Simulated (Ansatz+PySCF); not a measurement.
**singlet HF: levels of theory in one basis**

```yaml
atoms:
  - { symbol: H, position_ang: [0.0000, 0.0000, -1.1595] }
  - { symbol: F, position_ang: [0.0000, 0.0000, 0.1288] }
```

Basis set: 6-31G (spherical functions). Left uncorrelated: 1 orbital. Charge 0, multiplicity 1.

Computed with Ansatz (development build ahead of 0.2.0); each method stands on the lowest determinant of its kind that the runs found.

```csv
method,E − E(RHF) (eV),<S²> of the determinant
RHF,0.00,0.00
UHF,0.00,0.04
UHF-MP2,-3.89,0.04
RHF-CCSD,-4.13,–
RHF-CCSD(T),-4.17,–
UHF-CCSD(T),-4.17,0.04
full CI (lowest root of this spin),-4.19,–
```

(1) What does RHF-MP2 give on the same scale?

(2) Is a single determinant a sound starting point here?

## Answers

(1) -3.99 eV.

At such a shape the full CI root can have another spatial symmetry than the determinants, so the rows needn't describe one state.

(2) Only with care. Unrestricted orbitals gain 0.00 eV and <S²> is 0.04 against 0.00 for a pure state, but bonds are stretched.

Caution for RHF-MP2, UHF-MP2, RHF-CCSD, RHF-CCSD(T), UHF-CCSD(T): bonds are stretched, where a single reference can fail. Caution for UHF-MP2: another reference gives a lower total.
